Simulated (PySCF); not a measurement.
A GIAO shielding run with PySCF 2.14 (density fitting, non-relativistic, gas phase) on `C=NC(=C)OC`, C₄H₇NO:

```
{"job": {"kind": "nmr", "xc": "PBE0", "basis": "6-31G", "pop": true}, "charge": 0, "multiplicity": 1}
C     -1.996888    -0.969819     0.098403
N     -0.941336    -0.355958     0.434382
C     -0.431550     0.659145    -0.374655
C     -1.176818     1.637613    -0.921624
O      0.908517     0.672576    -0.505930
C      1.659477    -0.385891     0.037421
H     -2.522210    -0.785872    -0.857538
H     -2.421719    -1.719056     0.780634
H     -2.252827     1.669388    -0.759281
H     -0.692387     2.445450    -1.469921
H      2.705888    -0.177336    -0.220224
H      1.372560    -1.360132    -0.392555
H      1.553943    -0.446065     1.131728
```

Hardware: 1 thread of an Arm Neoverse N1, shared host. The job also computes population analyses, field gradients.

Problem. How large is the calculation?

Solution. 46 electrons, 68 basis functions and 610 auxiliary functions.

Problem. How long does it take?

Solution. 8.8 s of wall time, with 14 SCF cycles and 5 response iterations. Times on a shared host scatter by some tens of per cent.

Problem. And these other runs on the same molecule and hardware: GIAO shielding at PBE0/6-311+G(2d,p); GIAO shielding at PBE0/6-31G*; GIAO shielding at PBE0/STO-3G; GIAO shielding at PBE0/def2-SVP; GIAO shielding at PBE0/def2-TZVP?

Solution. PBE0/6-311+G(2d,p): 204 functions, 33 s; PBE0/6-31G*: 98 functions, 12 s; PBE0/STO-3G: 37 functions, 4.5 s; PBE0/def2-SVP: 119 functions, 15 s; PBE0/def2-TZVP: 228 functions, 39 s.
